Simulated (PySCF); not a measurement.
## Solvent effects on NMR parameters

Bonds (- single, = double, # triple, : aromatic): O1#Si2 1.523 Å. Formal charges: O1 +1, Si2 -1.

GIAO PBE0/pcSseg-1 in PySCF 2.14 on one PBE0-D3(BJ)/def2-SVP conformer, non-relativistic, equivalent nuclei averaged. Solvents enter as an IEF-PCM continuum (dichloromethane with ε = 8.9, dimethylsulfoxide with ε = 46.8) around the gas-phase geometry.

Gas phase, σ in ppm: O1 -285.6, Si2 223.7. Dipole moment 2.91 D.

**Question.** How does each σ change in the continuum?

**Answer.** 
| atoms | environment | Δσ, dichloromethane | Δσ, dimethylsulfoxide |
| --- | --- | --- | --- |
| O1 | oxygen bonded to Si | +65.7 | +76.2 |
| Si2 | silicon bonded to O | +20.5 | +24.0 |

Changes are relative to the gas phase. The dipole moment becomes 3.60 D in dichloromethane, 3.72 D in dimethylsulfoxide.

**Question.** Which of the listed nuclei move most (in ppm), and what does the model miss?

**Answer.** O1 (oxygen bonded to Si, +76.2 ppm) in dimethylsulfoxide. A continuum only polarises the solute; specific hydrogen bonds, the anisotropy of aromatic solvents and changes of geometry or conformer are outside it.
